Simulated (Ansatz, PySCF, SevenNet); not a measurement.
# Ladder of methods for the bulk modulus of rock-salt MgS

Reference value: 81 GPa (measured, corrected for zero-point motion; as tabulated in Goldzak et al. (2022), arXiv:2208.04865).

| level (code) | value (GPa) | cell (Å³/atom) |
|---|---|---|
| SevenNet-l3i5 | 72.7 | 17.86 |
| PBE (Ansatz) | 74.0 | 17.88 |
| HSE06 (Ansatz) | (withheld) | 17.51 |
| Hartree–Fock (PySCF) | 77.6 ± 2 | 18.44 |
| MP2 (PySCF) | 85.5 ± 3 | 17.36 |

Question: What belongs in the gaps?

Answer: 
- HSE06 (Ansatz, a first-principles code), value (GPa): 80.1

Errors against the reference: SevenNet-l3i5 -10.2 %, PBE -8.6 %, HSE06 -1.1 %, Hartree–Fock -4.2 %, MP2 +5.6 %.

Once the reference is moved by up to 5.0 % (a margin picked here for doubts on the reference and the settings) and values within 1.7 % count as equal, the nearest can be HSE06 (-1.1 %), Hartree–Fock (-4.2 %) or MP2 (+5.6 %).

A ± on a computed value is a rough bar: the spread of its extrapolation, a floor set from checks against published values, or a statistical error. Each level is taken at its own relaxed cell. Cutoffs and k meshes differ between the levels. Ansatz's density-functional and Hartree–Fock values are scalar-relativistic unless marked +SOC, with PAW data made under PBE.

Machine-learned potentials (SevenNet-l3i5) are trained on DFT data: a solid inside that data is no test of them.

Differences are worked out from the printed values.
